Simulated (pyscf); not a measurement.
## Substitution at C: H₃C–SeH + H• -> CH₄ + SeH•

Gas phase, doublet surface, charge 0. Bonds broken: C1–Se2. Bonds formed: C1–H7. PySCF, gas phase, ωB97X-D3(BJ)/def2-SVP geometries. Correlated levels are frozen-core, on RHF or UHF. ΔMP2 is the change of the MP2 total energy from the triple- to the quadruple-zeta basis.

Transition state (Å):

```xyz
7

C     -0.6400    -0.3404    -0.4166
Se    -1.2730     0.9924     1.1598
H      0.4409    -0.2807    -0.2686
H     -1.0855     0.1777    -1.2691
H     -1.1478    -1.2378    -0.0529
H     -0.5531     2.1358     0.5886
H     -0.1748    -1.3258    -1.5779
```

One imaginary mode, 1409i cm⁻¹; descent along it reached the two sides named.

```csv
bond,change,reactant side (Å),saddle,product side
C1–Se2,breaks,1.945,2.159,3.6
C1–H7,forms,3.7,1.592,1.100
```

Electronic energies relative to the separated reactants (kJ/mol):

```csv
level,barrier,reaction energy,reverse barrier
ωB97X-D3(BJ)/def2-TZVP,70.5,-165.7,236.3
PBE/def2-TZVP,36.3,-160.4,196.7
r²SCAN/def2-TZVP,33.0,-172.4,205.3
B3LYP-D3(BJ)/def2-TZVP,40.1,-182.1,222.2
PBE0-D3(BJ)/def2-TZVP,49.8,-163.0,212.8
M06-2X/def2-TZVP,59.8,-182.3,242.1
ωB97M-D3(BJ)/def2-TZVP,63.8,-180.5,244.3
HF/def2-TZVP,107.5,-192.7,300.3
MP2/def2-QZVPP,85.6,-152.0,237.6
CCSD/def2-TZVPP,68.3,-182.4,250.7
CCSD(T)/def2-TZVPP,62.9,-174.1,237.0
CCSD(T)/def2-TZVPP + ΔMP2(QZVPP),61.7,-172.2,234.0
```

With CCSD(T)/def2-TZVPP + ΔMP2(QZVPP) energies and thermal terms (ideal gas, 1 atm, RRHO with modes under 100 cm⁻¹ raised to 100, one conformer, R ln 2 for rigid chiral ones), in kJ/mol:

```
T (K)   ΔH‡    ΔG‡      ΔH      ΔG
-----  ----  -----  ------  ------
298    62.0   90.6  -157.6  -160.5
600    60.2  120.3  -161.9  -161.9
900    58.9  150.7  -166.9  -160.8
1200   57.5  181.5  -171.4  -158.1
```

This is the saddle that the search found; another between the same sides may lie lower. The angle at the attacked C is 180°. The CCSD(T) − MP2 part came from Ansatz, without density fitting, on the same reference. A UHF reference is spin-contaminated (<S²> up to 0.86), which harms MP2 most. The frozen core leaves the outer d or s,p core shells of the metals and heavy elements correlated in the MP2 and CC values, and def2-TZVPP describes them poorly, which can shift differences by a few kcal/mol. Left out: orbital degeneracy and the spin-orbit lowering of SeH, which is large for Br, Se, Te and I. Elements up to Kr have no core potential and no relativistic terms here.
